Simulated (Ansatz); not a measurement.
Two isomers of C5H6: A = `C=C1C=C1C`, B = `C#CC1CC1`.

Calculated with Ansatz (gas phase, PBE0-D4/def2-TZVP geometries, no zero-point term in ΔE). CCSD(T)/CBS adds triple-zeta CCSD(T) − MP2 to the extrapolated MP2 energy (def2 sets, frozen cores). Functionals use def2-TZVPP. B3LYP here is the variant with VWN-RPA as its local correlation; programs differ in this.

(1) Which isomer does CCSD(T)/CBS put lower? Give the gap. (Best estimate.)

(2) Give E(B) − E(A) in kcal/mol with HF/def2-TZVPP, PBE0-D4, ωB97M-V, B3LYP, MP2/def2-TZVPP, B3LYP-D4, BLYP-D4. (Best estimate.)

(3) Does the order hold for the free energy at 298.15 K (harmonic terms from PBE0-D4)? (An estimate is asked.)

Largest T1 diagnostic: 0.012.

Results:

(1) The calculation gave: B, by 10.8 kcal/mol.

(2) Computed: HF/def2-TZVPP -8.7, PBE0-D4 -6.0, ωB97M-V -8.9, B3LYP -6.6, MP2/def2-TZVPP -13.4, B3LYP-D4 -6.5, BLYP-D4 -5.7. None reverses the order clearly.

(3) Computed: Yes: G(B) − G(A) = -9.3 kcal/mol.

From PBE to PBE0 (25 % exact exchange), in def2-TZVPP and without D4, E(B) − E(A) moves by −1.0 kcal/mol. Leaving LDA and LC-ωPBE aside and taking each functional with its dispersion term where it has one, the values, not all of them listed here, spread over 4.8 kcal/mol, from PBE-QIDH to revPBE-D4.
